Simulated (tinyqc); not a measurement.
Worked calculation: G0W0 on RHF in the sto-3g basis, for H2O, spin multiplicity 1. One step of it, computed by the program tinyqc.

Question. Iteration 9 (converged): orbitals. Diagonalise F' = X^T F X, C = X C', fill 5 alpha and 5 beta electrons from the bottom; D = 2 C_occ C_occ^T. Each column has its largest component positive (the first on a tie).

converged F (hartree), order 1O 1s, 1O 2s, 1O 2px, 1O 2py, 1O 2pz, 2H 1s, 3H 1s:
```
[[-20.264307, -5.165323, 0.000000, -0.001024, -0.025318, -0.898393, -0.782114],
 [-5.165323, -2.415077, 0.000000, -0.010440, -0.077748, -0.833313, -0.754664],
 [0.000000, 0.000000, -0.392567, 0.000000, 0.000000, 0.000000, 0.000000],
 [-0.001024, -0.010440, 0.000000, -0.231691, -0.012962, -0.349761, 0.331513],
 [-0.025318, -0.077748, 0.000000, -0.012962, -0.274228, -0.353836, -0.336669],
 [-0.898393, -0.833313, 0.000000, -0.349761, -0.353836, -0.444714, -0.276806],
 [-0.782114, -0.754664, 0.000000, 0.331513, -0.336669, -0.276806, -0.390319]]
```

X, order 1O 1s, 1O 2s, 1O 2px, 1O 2py, 1O 2pz, 2H 1s, 3H 1s:
```
[[1.023580, -0.136378, 0.000000, -0.000728, -0.007868, 0.019393, 0.017738],
 [-0.136378, 1.153070, 0.000000, 0.009095, 0.075692, -0.231990, -0.201008],
 [0.000000, 0.000000, 1.000000, 0.000000, 0.000000, 0.000000, 0.000000],
 [-0.000728, 0.009095, 0.000000, 1.065050, 0.004637, -0.173611, 0.159053],
 [-0.007868, 0.075692, 0.000000, 0.004637, 1.043692, -0.132892, -0.118107],
 [0.019393, -0.231990, 0.000000, -0.173611, -0.132892, 1.140999, -0.073520],
 [0.017738, -0.201008, 0.000000, 0.159053, -0.118107, -0.073520, 1.116558]]
```

Give: F' = X^T F X; orbital energies; coefficients C; D after iteration 9.

Answer.

F' = X^T F X (hartree):
```
[[-19.890, -2.683, 0.000, -0.002, -0.055, -0.108, -0.081],
 [-2.683, -1.325, 0.000, 0.007, 0.105, -0.419, -0.371],
 [0.000, 0.000, -0.393, 0.000, 0.000, 0.000, 0.000],
 [-0.002, 0.007, 0.000, -0.029, -0.002, -0.396, 0.376],
 [-0.055, 0.105, 0.000, -0.002, -0.134, -0.326, -0.303],
 [-0.108, -0.419, 0.000, -0.396, -0.326, -0.018, -0.081],
 [-0.081, -0.371, 0.000, 0.376, -0.303, -0.081, -0.029]]
```

orbital energies (hartree): [-20.273, -1.214, -0.533, -0.452, -0.393, 0.478, 0.570]

coefficients C, order 1O 1s, 1O 2s, 1O 2px, 1O 2py, 1O 2pz, 2H 1s, 3H 1s:
```
[[0.994, -0.239, 0.014, 0.096, 0.000, 0.102, 0.034],
 [0.024, 0.887, -0.073, -0.487, 0.000, -0.610, -0.216],
 [0.000, 0.000, 0.000, 0.000, 1.000, 0.000, 0.000],
 [0.000, 0.011, 0.620, -0.056, 0.000, 0.244, -0.862],
 [0.003, 0.089, 0.067, 0.720, 0.000, -0.739, -0.223],
 [-0.005, 0.152, 0.476, 0.294, 0.000, 0.475, 0.921],
 [-0.004, 0.133, -0.429, 0.382, 0.000, 0.854, -0.505]]
```

D after iteration 9, order 1O 1s, 1O 2s, 1O 2px, 1O 2py, 1O 2pz, 2H 1s, 3H 1s:
```
[[2.111, -0.472, 0.000, 0.002, 0.104, -0.013, -0.011],
 [-0.472, 2.060, 0.000, -0.017, -0.554, -0.086, -0.075],
 [0.000, 0.000, 2.000, 0.000, 0.000, 0.000, 0.000],
 [0.002, -0.017, 0.000, 0.776, 0.005, 0.561, -0.572],
 [0.104, -0.554, 0.000, 0.005, 1.061, 0.513, 0.517],
 [-0.013, -0.086, 0.000, 0.561, 0.513, 0.671, -0.143],
 [-0.011, -0.075, 0.000, -0.572, 0.517, -0.143, 0.696]]
```
